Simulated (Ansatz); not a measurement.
Results of LDA in Ansatz (PAW) for rock-salt BaS.

Settings: plane-wave cutoff 520 eV, 10×10×10 k mesh, Fermi–Dirac smearing 0.01 eV, scalar-relativistic PAW data made under PBE.

Equation-of-state points:

```
V (Å³/atom)  E − E_lowest (meV/atom)  P (GPa)
-----------  -----------------------  -------
28.980                         19.76     3.62
29.596                          8.46     2.28
30.213                          2.04     1.08
30.829                          0.00     0.00
31.446                          1.88    -0.96
32.063                          7.26    -1.82
32.679                         15.80    -2.60
```

**Question.** What bulk modulus B0 and pressure derivative B′ does a third-order Birch–Murnaghan fit give?

**Answer.** V0 = 30.831 Å³/atom, B0 = 50.8 GPa, B′ = 4.5 (fit to the energies at full precision).

Measured, for comparison: equilibrium volume per atom 32.60 Å³/atom (room temperature, not corrected to a static lattice; as tabulated in Lucero et al. (2012), arXiv:1111.4515). Computed (rounded) less measured: equilibrium volume per atom -5.4 %.

Spin–orbit coupling is not included.

Computed values are for the static lattice.

The result took around 30 core-seconds (rough).

Ansatz is an electronic-structure program.
